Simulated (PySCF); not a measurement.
Gas-phase reaction: 2 C₃H₄ (allene) + 3 SiH₂ ⇌ vinylsilane + 2 H₃SiCCH

Computed with PySCF (xtb for GFN2) and rigid-rotor harmonic-oscillator thermochemistry at 1 bar. † marks an energy on the PBE0/def2-TZVP geometry and frequencies; other levels use their own. CCSD(T) freezes the core. All species are closed-shell singlets. B3LYP is the form with VWN-RPA correlation. CCSD(T) isn't extrapolated to the basis-set limit; its ΔH°(298 K) is -570.0 kJ in def2-SVP and -609.3 kJ in def2-TZVPP. The harmonic model lacks anharmonicity and excited electronic states, which grow with temperature; levels with a mode under 35 cm⁻¹ are left out. Internal rotation in vinylsilane is treated as a harmonic vibration of one conformer, which makes the entropy rough.

```tsv
level	ΔE electronic, kJ	ΔH°(298 K), kJ	ΔS°(298 K), J/K	ΔG°(1600 K), kJ
B3LYP/def2-TZVP†	-574	-562	-285	-136
BLYP/def2-TZVP†	-542	-530	-285	-104
CCSD(T)/def2-SVP†	-582	-570	-285	-144
CCSD(T)/def2-TZVPP†	-621	-609	-285	-183
GFN2-xTB	-509	-503	-271	-111
PBE/def2-TZVP†	-575	-563	-285	-137
PBE0/def2-SVP†	-583	-571	-285	-145
ωB97X-V/def2-TZVP†	-638	-626	-285	-200
```
ΔH° is lowest at ωB97X-V/def2-TZVP† and highest at GFN2-xTB. No reference value is set beside these.
